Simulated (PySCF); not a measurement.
Breaking a bond: SMILES O=C=S (COS). The C2–S3 bond (C2 also carries O; S3 carries nothing else) is stretched with both fragments frozen at the PBE0/def2-TZVP optimised geometry.

Calculation: CCSD(T) on UHF/cc-pVDZ, 7 core orbitals frozen run with PySCF 2.14.0.

Problem. Relative to R = 1.59 Å, what are the energies at R = 1.32, 1.47, 1.51, 2.11 Å?

Solution. 66.7 kcal/mol at 1.32 Å, 9.8 kcal/mol at 1.47 Å, 4.1 kcal/mol at 1.51 Å, 52.2 kcal/mol at 2.11 Å.

The unrestricted determinant behind UCCSD(T) is spin-contaminated at 2.11 to 5.40 Å (<S²> up to 1.0, against 0.00 for a pure singlet).
